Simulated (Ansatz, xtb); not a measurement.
**A geometry optimisation of CH6AlSi+ with r2SCAN-D4/def2-SVP**

The starting geometry of this gas-phase singlet has its atoms placed at random.

```xyz
9

C     0.6063    1.4063   -1.4841
Al   -0.4827   -1.2346    1.9568
Si    0.2527    0.1421    0.3322
H     1.4163    0.6049   -1.0758
H    -0.3970    0.8665   -0.5506
H    -1.2823   -1.4187    0.0212
H    -0.3157    1.9995   -1.4233
H     0.4284    1.3689    1.6764
H    -0.5745   -2.2128    0.7020
```

**Question.** One run relaxed it with r2SCAN-D4/def2-SVP. What is a likely outcome?

**Answer.** It ends as a structure given below by its coordinates. Contacts that open: Si3–H5 (1.31 → 2.43 Å). Contacts that close: C1–Si3 (2.24 → 1.87 Å), C1–H5 (1.47 → 1.10 Å), Si3–H6 (2.21 → 1.49 Å), Si3–H8 (1.83 → 1.49 Å).

The energy falls by 12.01 eV over 41 steps:

```csv
step,E − E(last) (eV)
1,12.006
5,3.847
10,1.830
14,1.788
19,1.646
23,1.589
28,1.016
32,0.331
37,0.016
41,0.000
```

Final geometry (Å):

```yaml
atoms:
  - { symbol: C, position_ang: [0.5077, 1.0194, -0.9857] }
  - { symbol: Al, position_ang: [0.0217, -1.7134, 1.3118] }
  - { symbol: Si, position_ang: [-0.6997, 0.4312, 0.3127] }
  - { symbol: H, position_ang: [0.5941, 0.3150, -1.8261] }
  - { symbol: H, position_ang: [0.1161, 1.9716, -1.3837] }
  - { symbol: H, position_ang: [-2.0546, 0.0687, -0.1946] }
  - { symbol: H, position_ang: [1.5062, 1.2157, -0.5677] }
  - { symbol: H, position_ang: [-0.8000, 1.2920, 1.5265] }
  - { symbol: H, position_ang: [0.4599, -3.0780, 1.9615] }
```

From the same start GFN2-xTB ends elsewhere, in pieces: CH4AlSi + H2.

From so rough a start the end depends on the optimiser's path, so another program may land elsewhere. The end wasn't checked by frequencies. Run with Ansatz 0.2.0, 2 min on 1 thread of Intel(R) Xeon(R) Platinum 8259CL CPU @ 2.50GHz (Skylake/Cascade Lake) (shared host).
